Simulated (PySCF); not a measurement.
## Which determinant of SO lies lowest?

Unrestricted PBE0; PySCF, no relativity, basis sets S 3-21G, O 3-21G. Outer shells of the fragments: S 3s2 3p4; O 2s2 2p4.

Followed along the bond (rough minima from three points):

```tsv
2Ms+1	unpaired	⟨S²⟩ at the start	R at minimum (Å)	Te (eV)
3	π ↑↑	2.00	1.61	0.00
1	π ↑↓	1.00	1.61	0.37
1	none	0.00	1.62	1.40
5	σ ↑, π ↑↑↑	6.00	none in the scan	≤ 5.60
```

Solutions found at the starting distance of 1.585 Å, counted from the lowest of them; the search is not exhaustive and high or unbound solutions are not listed, so other states can lie among these:

```json
{"2Ms+1": "3", "unpaired": "π ↑↑", "term": "³Σ⁻", "E (eV)": "0.00", "⟨S²⟩": "2.00", "⟨Lz²⟩": "0.00", "μ (D)": "-1.15"}
{"2Ms+1": "1", "unpaired": "π ↑↓", "term": "mixed", "E (eV)": "0.37", "⟨S²⟩": "1.00", "⟨Lz²⟩": "2.00", "μ (D)": "-1.22"}
{"2Ms+1": "1", "unpaired": "none", "term": "mixed", "E (eV)": "1.40", "⟨S²⟩": "0.00", "⟨Lz²⟩": "2.00", "μ (D)": "-1.35"}
{"2Ms+1": "3", "unpaired": "π ↑↑", "term": "mixed", "E (eV)": "3.91", "⟨S²⟩": "2.00", "⟨Lz²⟩": "2.00", "μ (D)": "-0.68"}
{"2Ms+1": "3", "unpaired": "σ ↑, π ↑", "term": "³Π", "E (eV)": "5.19", "⟨S²⟩": "2.01", "⟨Lz²⟩": "1.00", "μ (D)": "-0.76"}
{"2Ms+1": "1", "unpaired": "σ ↓, π ↑", "term": "mixed", "E (eV)": "5.60", "⟨S²⟩": "1.01", "⟨Lz²⟩": "1.00", "μ (D)": "-0.88"}
{"2Ms+1": "3", "unpaired": "σ ↑, π ↑", "term": "³Π", "E (eV)": "5.61", "⟨S²⟩": "2.02", "⟨Lz²⟩": "1.00", "μ (D)": "-0.61"}
{"2Ms+1": "1", "unpaired": "σ ↓, π ↑", "term": "mixed", "E (eV)": "5.99", "⟨S²⟩": "1.06", "⟨Lz²⟩": "1.00", "μ (D)": "-0.58"}
{"2Ms+1": "5", "unpaired": "σ ↑, π ↑↑↑", "term": "⁵Π", "E (eV)": "7.36", "⟨S²⟩": "6.00", "⟨Lz²⟩": "1.00", "μ (D)": "0.06"}
{"2Ms+1": "3", "unpaired": "σ ↑, π ↑↑↓", "term": "mixed", "E (eV)": "8.41", "⟨S²⟩": "3.00", "⟨Lz²⟩": "3.00", "μ (D)": "-0.04"}
```

A term symbol is given only where ⟨S²⟩ and ⟨Lz²⟩ are close to those of a pure state; real π, δ and φ orbitals otherwise mix terms. A positive dipole means S(−)O(+).

The measured ground state is X ³Σ- (Huber and Herzberg, Constants of Diatomic Molecules (1979)).

Counting both spins, an empty level lies below a filled one in some of these solutions, because spin and occupation are held. 3-21G is very small, so such numbers show the basis as much as the molecule.
